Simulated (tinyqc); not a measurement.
Inside a calculation (part 1 of 2). Method: UHF in the sto-6g basis, for NH, spin multiplicity 3. This run ends on a higher stationary point, not on the lowest solution. Computed by tinyqc, a small Python program that keeps every step (integrals from PySCF). Settings: charge = 0, multiplicity = 3, basis = sto-6g, energy threshold = 1e-08, iteration cap = 55, orthogonalisation = canonical, start = highest core orbitals, DIIS depth = 4, method = UHF. Command: `OMP_NUM_THREADS=1 python tinyqc.py 23746 23747 out.jsonl` (the two numbers bound the seeds that draw the settings). One thread of a shared host (Intel(R) Xeon(R) Processor @ 2.60GHz), about 0.1 s of CPU time with the checks. Later iterations appear only in the table of the cycle.

## One-electron integrals

Geometry (angstrom):

| atom | x | y | z |
|---|---|---|---|
| N | 0.0000 | 0.0000 | 0.0000 |
| H | 0.0000 | 0.0000 | 1.3810 |

Basis sto-6g: exponents (1/bohr^2) and contraction coefficients of normalised primitives:

| element | l (shell) | exponent | coefficient |
|---|---|---|---|
| N | s (1) | 1027.8285 | 0.0092 |
| N | s (1) | 188.4512 | 0.0494 |
| N | s (1) | 52.7219 | 0.1685 |
| N | s (1) | 18.1114 | 0.3706 |
| N | s (1) | 7.0332 | 0.4165 |
| N | s (1) | 2.8967 | 0.1303 |
| N | s (2) | 39.1988 | -0.0133 |
| N | s (2) | 7.7585 | -0.0470 |
| N | s (2) | 2.4113 | -0.0338 |
| N | s (2) | 0.9277 | 0.2502 |
| N | s (2) | 0.4029 | 0.5951 |
| N | s (2) | 0.1847 | 0.2407 |
| N | p (3) | 39.1988 | 0.0038 |
| N | p (3) | 7.7585 | 0.0377 |
| N | p (3) | 2.4113 | 0.1739 |
| N | p (3) | 0.9277 | 0.4180 |
| N | p (3) | 0.4029 | 0.4259 |
| N | p (3) | 0.1847 | 0.1017 |
| H | s (1) | 35.5232 | 0.0092 |
| H | s (1) | 6.5131 | 0.0494 |
| H | s (1) | 1.8221 | 0.1685 |
| H | s (1) | 0.6260 | 0.3706 |
| H | s (1) | 0.2431 | 0.4165 |
| H | s (1) | 0.1001 | 0.1303 |

Overlap, kinetic and nuclear-attraction integrals over the contracted functions; the nuclear repulsion is the sum of Za Zb / Rab.

nuclear repulsion = 2.682289 hartree

overlap S:
```
         1N 1s   1N 2s  1N 2px  1N 2py  1N 2pz   2H 1s
1N 1s   1.0000  0.2294  0.0000  0.0000  0.0000  0.0258
1N 2s   0.2294  1.0000  0.0000  0.0000  0.0000  0.2964
1N 2px  0.0000  0.0000  1.0000  0.0000  0.0000  0.0000
1N 2py  0.0000  0.0000  0.0000  1.0000  0.0000  0.0000
1N 2pz  0.0000  0.0000  0.0000  0.0000  1.0000  0.2995
2H 1s   0.0258  0.2964  0.0000  0.0000  0.2995  1.0000
```

kinetic energy T (hartree):
```
          1N 1s    1N 2s  1N 2px  1N 2py  1N 2pz    2H 1s
1N 1s   22.2364  -0.6787  0.0000  0.0000  0.0000  -0.0071
1N 2s   -0.6787   0.6329  0.0000  0.0000  0.0000   0.0206
1N 2px   0.0000   0.0000  1.9013  0.0000  0.0000   0.0000
1N 2py   0.0000   0.0000  0.0000  1.9013  0.0000   0.0000
1N 2pz   0.0000   0.0000  0.0000  0.0000  1.9013   0.0955
2H 1s   -0.0071   0.0206  0.0000  0.0000  0.0955   0.7685
```

nuclear attraction V (hartree):
```
           1N 1s    1N 2s   1N 2px   1N 2py   1N 2pz    2H 1s
1N 1s   -47.0567  -4.7350   0.0000   0.0000  -0.0090  -0.6059
1N 2s    -4.7350  -7.2073   0.0000   0.0000  -0.1067  -1.5897
1N 2px    0.0000   0.0000  -7.1860   0.0000   0.0000   0.0000
1N 2py    0.0000   0.0000   0.0000  -7.1860   0.0000   0.0000
1N 2pz   -0.0090  -0.1067   0.0000   0.0000  -7.2490  -1.4563
2H 1s    -0.6059  -1.5897   0.0000   0.0000  -1.4563  -3.9043
```

core Hamiltonian H = T + V (hartree):
```
           1N 1s    1N 2s   1N 2px   1N 2py   1N 2pz    2H 1s
1N 1s   -24.8203  -5.4137   0.0000   0.0000  -0.0090  -0.6130
1N 2s    -5.4137  -6.5744   0.0000   0.0000  -0.1067  -1.5691
1N 2px    0.0000   0.0000  -5.2847   0.0000   0.0000   0.0000
1N 2py    0.0000   0.0000   0.0000  -5.2847   0.0000   0.0000
1N 2pz   -0.0090  -0.1067   0.0000   0.0000  -5.3477  -1.3607
2H 1s    -0.6130  -1.5691   0.0000   0.0000  -1.3607  -3.1358
```

## Two-electron integrals

Functions are numbered as in S; the eight-fold symmetry (ij|kl) = (ji|kl) = (kl|ij) leaves the list below.

Two-electron integrals (ij|kl) in chemists' order, unique and non-zero (hartree):
```
(11|11) 4.1687   (21|11) 0.5836   (21|21) 0.1041   (22|11) 0.9685
(22|21) 0.2145   (22|22) 0.7084   (31|31) 0.0221   (32|31) 0.0336
(32|32) 0.1566   (33|11) 0.9685   (33|21) 0.2145   (33|22) 0.7084
(33|33) 0.7632   (41|41) 0.0221   (42|41) 0.0336   (42|42) 0.1566
(43|43) 0.0411   (44|11) 0.9685   (44|21) 0.2145   (44|22) 0.7084
(44|33) 0.6810   (44|44) 0.7632   (51|51) 0.0221   (52|51) 0.0336
(52|52) 0.1566   (53|53) 0.0411   (54|54) 0.0411   (55|11) 0.9685
(55|21) 0.2145   (55|22) 0.7084   (55|33) 0.6810   (55|44) 0.6810
(55|55) 0.7632   (61|11) 0.0695   (61|21) 0.0119   (61|22) 0.0241
(61|33) 0.0240   (61|44) 0.0240   (61|51) 0.0007   (61|52) 0.0013
(61|55) 0.0242   (61|61) 0.0014   (62|11) 0.1976   (62|21) 0.0445
(62|22) 0.1661   (62|33) 0.1626   (62|44) 0.1626   (62|51) 0.0040
(62|52) 0.0313   (62|55) 0.1732   (62|61) 0.0052   (62|62) 0.0538
(63|31) 0.0044   (63|32) 0.0259   (63|53) 0.0060   (63|63) 0.0064
(64|41) 0.0044   (64|42) 0.0259   (64|54) 0.0060   (64|64) 0.0064
(65|11) 0.1704   (65|21) 0.0388   (65|22) 0.1539   (65|33) 0.1469
(65|44) 0.1469   (65|51) 0.0073   (65|52) 0.0520   (65|55) 0.1678
(65|61) 0.0047   (65|62) 0.0597   (65|65) 0.0714   (66|11) 0.3805
(66|21) 0.0872   (66|22) 0.3728   (66|33) 0.3574   (66|44) 0.3574
(66|51) 0.0085   (66|52) 0.0938   (66|55) 0.4037   (66|61) 0.0102
(66|62) 0.1646   (66|65) 0.2032   (66|66) 0.7750
```

## Orthogonalisation

S = U s U^T; canonical form X = U s^(-1/2), so that X^T S X = 1. Each column of U has its largest component positive (the first on a tie).

eigenvalues of S: 0.5536  0.8395  1.0000  1.0000  1.1416  1.4654

X:
```
              1        2       3        4        5       6
1N 1s    0.3383   0.7327  0.0000   0.0000   0.5827  0.2590
1N 2s   -0.7570  -0.4780  0.0000   0.0000   0.3894  0.4657
1N 2px   0.0000   0.0000  0.2964   0.9551   0.0000  0.0000
1N 2py   0.0000   0.0000  0.9551  -0.2964   0.0000  0.0000
1N 2pz  -0.5893   0.5752  0.0000   0.0000  -0.5608  0.3416
2H 1s    0.8784  -0.3083  0.0000   0.0000  -0.2651  0.5308
```

Within a degenerate level the vectors are fixed only up to a rotation; this is one choice.

## Starting guess

The start is the highest orbitals of the core Hamiltonian (a deliberately bad start); D(s) = C_occ C_occ^T for each spin.

D(alpha) at the start:
```
          1N 1s    1N 2s  1N 2px  1N 2py   1N 2pz    2H 1s
1N 1s    0.0508  -0.2422  0.0000  0.0000  -0.0156   0.0509
1N 2s   -0.2422   1.1698  0.0000  0.0000   0.1119  -0.3736
1N 2px   0.0000   0.0000  1.0000  0.0000   0.0000   0.0000
1N 2py   0.0000   0.0000  0.0000  1.0000   0.0000   0.0000
1N 2pz  -0.0156   0.1119  0.0000  0.0000   1.1093  -0.3650
2H 1s    0.0509  -0.3736  0.0000  0.0000  -0.3650   1.2186
```

D(beta) at the start:
```
          1N 1s    1N 2s  1N 2px  1N 2py   1N 2pz    2H 1s
1N 1s    0.0006  -0.0058  0.0000  0.0000  -0.0051   0.0267
1N 2s   -0.0058   0.0558  0.0000  0.0000   0.0494  -0.2579
1N 2px   0.0000   0.0000  1.0000  0.0000   0.0000   0.0000
1N 2py   0.0000   0.0000  0.0000  1.0000   0.0000   0.0000
1N 2pz  -0.0051   0.0494  0.0000  0.0000   0.0438  -0.2283
2H 1s    0.0267  -0.2579  0.0000  0.0000  -0.2283   1.1906
```

## Iteration 1: building the Fock matrix

J_ij = sum D_kl (ij|kl) with D = D(alpha) + D(beta), K_ij = sum D_kl (ik|jl) for each spin; F = H + J - K(s); E = tr D H + tr D J / 2 - 0.5 sum_s tr D(s) K(s) + E_nn.

Coulomb J (hartree):
```
         1N 1s   1N 2s  1N 2px  1N 2py  1N 2pz   2H 1s
1N 1s   6.5784  1.4559  0.0000  0.0000  0.0168  0.1641
1N 2s   1.4559  4.9718  0.0000  0.0000  0.1740  1.3103
1N 2px  0.0000  0.0000  4.9706  0.0000  0.0000  0.0000
1N 2py  0.0000  0.0000  0.0000  4.9706  0.0000  0.0000
1N 2pz  0.0168  0.1740  0.0000  0.0000  4.9742  1.3058
2H 1s   0.1641  1.3103  0.0000  0.0000  1.3058  3.7782
```

exchange K(alpha) (hartree):
```
         1N 1s   1N 2s  1N 2px  1N 2py  1N 2pz   2H 1s
1N 1s   0.1188  0.1147  0.0000  0.0000  0.0002  0.0165
1N 2s   0.1147  1.1401  0.0000  0.0000  0.0164  0.2979
1N 2px  0.0000  0.0000  1.0025  0.0000  0.0000  0.0000
1N 2py  0.0000  0.0000  0.0000  1.0025  0.0000  0.0000
1N 2pz  0.0002  0.0164  0.0000  0.0000  1.0234  0.2758
2H 1s   0.0165  0.2979  0.0000  0.0000  0.2758  0.8399
```

exchange K(beta) (hartree):
```
          1N 1s   1N 2s  1N 2px  1N 2py   1N 2pz   2H 1s
1N 1s    0.0456  0.0677  0.0000  0.0000  -0.0002  0.0072
1N 2s    0.0677  0.3236  0.0000  0.0000   0.0145  0.1253
1N 2px   0.0000  0.0000  0.8063  0.0000   0.0000  0.0000
1N 2py   0.0000  0.0000  0.0000  0.8063   0.0000  0.0000
1N 2pz  -0.0002  0.0145  0.0000  0.0000   0.1060  0.1264
2H 1s    0.0072  0.1253  0.0000  0.0000   0.1264  0.7704
```

F(alpha) (hartree):
```
           1N 1s    1N 2s   1N 2px   1N 2py   1N 2pz    2H 1s
1N 1s   -18.3606  -4.0724   0.0000   0.0000   0.0076  -0.4653
1N 2s    -4.0724  -2.7427   0.0000   0.0000   0.0509  -0.5567
1N 2px    0.0000   0.0000  -1.3166   0.0000   0.0000   0.0000
1N 2py    0.0000   0.0000   0.0000  -1.3166   0.0000   0.0000
1N 2pz    0.0076   0.0509   0.0000   0.0000  -1.3968  -0.3307
2H 1s    -0.4653  -0.5567   0.0000   0.0000  -0.3307  -0.1974
```

F(beta) (hartree):
```
           1N 1s    1N 2s   1N 2px   1N 2py   1N 2pz    2H 1s
1N 1s   -18.2875  -4.0255   0.0000   0.0000   0.0080  -0.4561
1N 2s    -4.0255  -1.9262   0.0000   0.0000   0.0528  -0.3842
1N 2px    0.0000   0.0000  -1.1204   0.0000   0.0000   0.0000
1N 2py    0.0000   0.0000   0.0000  -1.1204   0.0000   0.0000
1N 2pz    0.0080   0.0528   0.0000   0.0000  -0.4795  -0.1813
2H 1s    -0.4561  -0.3842   0.0000   0.0000  -0.1813  -0.1279
```

total energy of this density = -20.435882 hartree

## Iteration 1: diagonalisation and new density

Diagonalise F' = X^T F X, C = X C', fill 5 alpha and 3 beta electrons from the bottom; D(s) = C_occ C_occ^T. Each column has its largest component positive (the first on a tie).

F' = X^T F X (alpha) (hartree):
```
         1        2        3        4        5        6
1  -1.3760  -2.4832   0.0000   0.0000  -2.3483  -0.5125
2  -2.4832  -7.9700   0.0000   0.0000  -6.7342  -3.9816
3   0.0000   0.0000  -1.3166   0.0000   0.0000   0.0000
4   0.0000   0.0000   0.0000  -1.3166   0.0000   0.0000
5  -2.3483  -6.7342   0.0000   0.0000  -8.8194  -4.5251
6  -0.5125  -3.9816   0.0000   0.0000  -4.5251  -3.5331
```

orbital energies (alpha) (hartree): MO1 -18.3620, MO2 -1.9514, MO3 -1.3978, MO4 -1.3166, MO5 -1.3166, MO6 0.0127

coefficients C (alpha):
```
            MO1      MO2      MO3     MO4      MO5      MO6
1N 1s    1.0021  -0.2283  -0.0207  0.0000   0.0000   0.0339
1N 2s   -0.0098   1.0400   0.1034  0.0000   0.0000  -0.2789
1N 2px   0.0000   0.0000   0.0000  0.4910   0.8712   0.0000
1N 2py   0.0000   0.0000   0.0000  0.8712  -0.4910   0.0000
1N 2pz  -0.0012  -0.0661   1.0156  0.0000   0.0000  -0.2710
2H 1s    0.0025  -0.0573  -0.0695  0.0000   0.0000   1.1002
```

F' = X^T F X (beta) (hartree):
```
         1        2        3        4        5        6
1  -0.9287  -2.4580   0.0000   0.0000  -2.2547  -0.9459
2  -2.4580  -7.4739   0.0000   0.0000  -7.1432  -4.0058
3   0.0000   0.0000  -1.1204   0.0000   0.0000   0.0000
4   0.0000   0.0000   0.0000  -1.1204   0.0000   0.0000
5  -2.2547  -7.1432   0.0000   0.0000  -8.3512  -4.5757
6  -0.9459  -4.0058   0.0000   0.0000  -4.5757  -3.0704
```

orbital energies (beta) (hartree): MO1 -18.2893, MO2 -1.1204, MO3 -1.1204, MO4 -1.1029, MO5 -0.4813, MO6 0.0493

coefficients C (beta):
```
            MO1      MO2     MO3      MO4      MO5      MO6
1N 1s    1.0025   0.0000  0.0000  -0.2258  -0.0144   0.0432
1N 2s   -0.0112   0.0000  0.0000   1.0314   0.0540  -0.3215
1N 2px   0.0000  -0.4545  0.8908   0.0000   0.0000   0.0000
1N 2py   0.0000   0.8908  0.4545   0.0000   0.0000   0.0000
1N 2pz  -0.0012   0.0000  0.0000  -0.0781   0.9545  -0.4383
2H 1s    0.0026   0.0000  0.0000  -0.0265   0.1193   1.0971
```

D(alpha) after iteration 1:
```
          1N 1s    1N 2s  1N 2px  1N 2py   1N 2pz    2H 1s
1N 1s    1.0568  -0.2494  0.0000  0.0000  -0.0071   0.0170
1N 2s   -0.2494   1.0923  0.0000  0.0000   0.0363  -0.0668
1N 2px   0.0000   0.0000  1.0000  0.0000   0.0000   0.0000
1N 2py   0.0000   0.0000  0.0000  1.0000   0.0000   0.0000
1N 2pz  -0.0071   0.0363  0.0000  0.0000   1.0359  -0.0668
2H 1s    0.0170  -0.0668  0.0000  0.0000  -0.0668   0.0081
```

D(beta) after iteration 1:
```
          1N 1s    1N 2s  1N 2px  1N 2py   1N 2pz   2H 1s
1N 1s    1.0049  -0.0113  0.0000  0.0000  -0.0012  0.0026
1N 2s   -0.0113   0.0001  0.0000  0.0000   0.0000  0.0000
1N 2px   0.0000   0.0000  1.0000  0.0000   0.0000  0.0000
1N 2py   0.0000   0.0000  0.0000  1.0000   0.0000  0.0000
1N 2pz  -0.0012   0.0000  0.0000  0.0000   0.0000  0.0000
2H 1s    0.0026   0.0000  0.0000  0.0000   0.0000  0.0000
```

Within a degenerate level the vectors are fixed only up to a rotation; this is one choice.

## Iteration 2: building the Fock matrix

As before.

Coulomb J (hartree):
```
          1N 1s   1N 2s  1N 2px  1N 2py  1N 2pz   2H 1s
1N 1s   14.1825  2.4533  0.0000  0.0000  0.0007  0.2833
1N 2s    2.4533  6.1875  0.0000  0.0000  0.0005  1.3840
1N 2px   0.0000  0.0000  6.2152  0.0000  0.0000  0.0000
1N 2py   0.0000  0.0000  0.0000  6.2152  0.0000  0.0000
1N 2pz   0.0007  0.0005  0.0000  0.0000  6.1321  1.2484
2H 1s    0.2833  1.3840  0.0000  0.0000  1.2484  2.9585
```

exchange K(alpha) (hartree):
```
         1N 1s   1N 2s  1N 2px  1N 2py  1N 2pz   2H 1s
1N 1s   4.2960  0.6843  0.0000  0.0000  0.0002  0.0861
1N 2s   0.6843  1.2278  0.0000  0.0000  0.0035  0.2533
1N 2px  0.0000  0.0000  1.0205  0.0000  0.0000  0.0000
1N 2py  0.0000  0.0000  0.0000  1.0205  0.0000  0.0000
1N 2pz  0.0002  0.0035  0.0000  0.0000  1.0219  0.1872
2H 1s   0.0861  0.2533  0.0000  0.0000  0.1872  0.1062
```

exchange K(beta) (hartree):
```
          1N 1s    1N 2s  1N 2px  1N 2py   1N 2pz   2H 1s
1N 1s    4.2206   0.6422  0.0000  0.0000  -0.0007  0.0771
1N 2s    0.6422   0.4133  0.0000  0.0000  -0.0002  0.0633
1N 2px   0.0000   0.0000  0.8258  0.0000   0.0000  0.0000
1N 2py   0.0000   0.0000  0.0000  0.8258   0.0000  0.0000
1N 2pz  -0.0007  -0.0002  0.0000  0.0000   0.1037  0.0127
2H 1s    0.0771   0.0633  0.0000  0.0000   0.0127  0.0141
```

F(alpha) (hartree):
```
           1N 1s    1N 2s   1N 2px   1N 2py   1N 2pz    2H 1s
1N 1s   -14.9337  -3.6447   0.0000   0.0000  -0.0085  -0.4158
1N 2s    -3.6447  -1.6147   0.0000   0.0000  -0.1096  -0.4384
1N 2px    0.0000   0.0000  -0.0900   0.0000   0.0000   0.0000
1N 2py    0.0000   0.0000   0.0000  -0.0900   0.0000   0.0000
1N 2pz   -0.0085  -0.1096   0.0000   0.0000  -0.2375  -0.2996
2H 1s    -0.4158  -0.4384   0.0000   0.0000  -0.2996  -0.2834
```

F(beta) (hartree):
```
           1N 1s    1N 2s  1N 2px  1N 2py   1N 2pz    2H 1s
1N 1s   -14.8584  -3.6026  0.0000  0.0000  -0.0076  -0.4068
1N 2s    -3.6026  -0.8002  0.0000  0.0000  -0.1060  -0.2483
1N 2px    0.0000   0.0000  0.1046  0.0000   0.0000   0.0000
1N 2py    0.0000   0.0000  0.0000  0.1046   0.0000   0.0000
1N 2pz   -0.0076  -0.1060  0.0000  0.0000   0.6807  -0.1250
2H 1s    -0.4068  -0.2483  0.0000  0.0000  -0.1250  -0.1913
```

total energy of this density = -53.618173 hartree

## Iteration 2: DIIS over 2 matrices

error matrix X^T (FDS - SDF) X (alpha):
```
         1        2       3       4        5        6
1   0.0000   0.0435  0.0000  0.0000   0.1481  -0.2200
2  -0.0435   0.0000  0.0000  0.0000  -0.0409   0.0517
3   0.0000   0.0000  0.0000  0.0000   0.0000   0.0000
4   0.0000   0.0000  0.0000  0.0000   0.0000   0.0000
5  -0.1481   0.0409  0.0000  0.0000   0.0000  -0.0307
6   0.2200  -0.0517  0.0000  0.0000   0.0307   0.0000
```

B (overlaps of the stored error matrices):
```
                1               2
1   6.0442277e-02  -1.3628351e-03
2  -1.3628351e-03   4.1455716e-01
```

Minimise |sum c_i e_i|^2 with sum c_i = 1: solve [B -1; -1 0][c; lambda] = [0; -1] with B_ij = tr e_i^T e_j summed over both spins, and take F = sum c_i F_i.

DIIS coefficients: 0.8706  0.1294

extrapolated F(alpha) (hartree):
```
           1N 1s    1N 2s   1N 2px   1N 2py   1N 2pz    2H 1s
1N 1s   -17.9173  -4.0171   0.0000   0.0000   0.0055  -0.4589
1N 2s    -4.0171  -2.5968   0.0000   0.0000   0.0301  -0.5414
1N 2px    0.0000   0.0000  -1.1579   0.0000   0.0000   0.0000
1N 2py    0.0000   0.0000   0.0000  -1.1579   0.0000   0.0000
1N 2pz    0.0055   0.0301   0.0000   0.0000  -1.2468  -0.3267
2H 1s    -0.4589  -0.5414   0.0000   0.0000  -0.3267  -0.2086
```

extrapolated F(beta) (hartree):
```
           1N 1s    1N 2s   1N 2px   1N 2py   1N 2pz    2H 1s
1N 1s   -17.8438  -3.9708   0.0000   0.0000   0.0060  -0.4497
1N 2s    -3.9708  -1.7806   0.0000   0.0000   0.0323  -0.3666
1N 2px    0.0000   0.0000  -0.9619   0.0000   0.0000   0.0000
1N 2py    0.0000   0.0000   0.0000  -0.9619   0.0000   0.0000
1N 2pz    0.0060   0.0323   0.0000   0.0000  -0.3294  -0.1740
2H 1s    -0.4497  -0.3666   0.0000   0.0000  -0.1740  -0.1361
```

## Iteration 2: diagonalisation and new density

As before.

F' = X^T F X (alpha) (hartree):
```
         1        2        3        4        5        6
1  -1.2649  -2.4009   0.0000   0.0000  -2.2622  -0.5488
2  -2.4009  -7.6790   0.0000   0.0000  -6.6333  -3.8929
3   0.0000   0.0000  -1.1579   0.0000   0.0000   0.0000
4   0.0000   0.0000   0.0000  -1.1579   0.0000   0.0000
5  -2.2622  -6.6333   0.0000   0.0000  -8.5687  -4.4345
6  -0.5488  -3.8929   0.0000   0.0000  -4.4345  -3.4401
```

orbital energies (alpha) (hartree): MO1 -17.9179, MO2 -1.7955, MO3 -1.2469, MO4 -1.1579, MO5 -1.1579, MO6 0.0076

coefficients C (alpha):
```
            MO1      MO2      MO3     MO4      MO5      MO6
1N 1s    1.0015  -0.2314  -0.0127  0.0000   0.0000   0.0367
1N 2s   -0.0067   1.0402   0.0627  0.0000   0.0000  -0.2902
1N 2px   0.0000   0.0000   0.0000  0.4114   0.9115   0.0000
1N 2py   0.0000   0.0000   0.0000  0.9115  -0.4114   0.0000
1N 2pz  -0.0009  -0.0358   1.0102  0.0000   0.0000  -0.2958
2H 1s    0.0019  -0.0493  -0.0403  0.0000   0.0000   1.1021
```

F' = X^T F X (beta) (hartree):
```
         1        2        3        4        5        6
1  -0.8213  -2.3744   0.0000   0.0000  -2.1687  -0.9809
2  -2.3744  -7.1826   0.0000   0.0000  -7.0417  -3.9179
3   0.0000   0.0000  -0.9619   0.0000   0.0000   0.0000
4   0.0000   0.0000   0.0000  -0.9619   0.0000   0.0000
5  -2.1687  -7.0417   0.0000   0.0000  -8.1002  -4.4869
6  -0.9809  -3.9179   0.0000   0.0000  -4.4869  -2.9744
```

orbital energies (beta) (hartree): MO1 -17.8448, MO2 -0.9619, MO3 -0.9619, MO4 -0.9484, MO5 -0.3502, MO6 0.0648

coefficients C (beta):
```
            MO1      MO2     MO3      MO4      MO5      MO6
1N 1s    1.0018   0.0000  0.0000  -0.2281  -0.0004   0.0479
1N 2s   -0.0083   0.0000  0.0000   1.0273  -0.0258  -0.3376
1N 2px   0.0000  -0.0294  0.9996   0.0000   0.0000   0.0000
1N 2py   0.0000   0.9996  0.0294   0.0000   0.0000   0.0000
1N 2pz  -0.0009   0.0000  0.0000  -0.0506   0.8945  -0.5538
2H 1s    0.0020   0.0000  0.0000  -0.0044   0.2565   1.0737
```

D(alpha) after iteration 2:
```
          1N 1s    1N 2s  1N 2px  1N 2py   1N 2pz    2H 1s
1N 1s    1.0566  -0.2481  0.0000  0.0000  -0.0054   0.0138
1N 2s   -0.2481   1.0859  0.0000  0.0000   0.0261  -0.0538
1N 2px   0.0000   0.0000  1.0000  0.0000   0.0000   0.0000
1N 2py   0.0000   0.0000  0.0000  1.0000   0.0000   0.0000
1N 2pz  -0.0054   0.0261  0.0000  0.0000   1.0218  -0.0390
2H 1s    0.0138  -0.0538  0.0000  0.0000  -0.0390   0.0041
```

D(beta) after iteration 2:
```
          1N 1s    1N 2s  1N 2px  1N 2py   1N 2pz   2H 1s
1N 1s    1.0036  -0.0083  0.0000  0.0000  -0.0009  0.0020
1N 2s   -0.0083   0.0001  0.0000  0.0000   0.0000  0.0000
1N 2px   0.0000   0.0000  1.0000  0.0000   0.0000  0.0000
1N 2py   0.0000   0.0000  0.0000  1.0000   0.0000  0.0000
1N 2pz  -0.0009   0.0000  0.0000  0.0000   0.0000  0.0000
2H 1s    0.0020   0.0000  0.0000  0.0000   0.0000  0.0000
```

Within a degenerate level the vectors are fixed only up to a rotation; this is one choice.
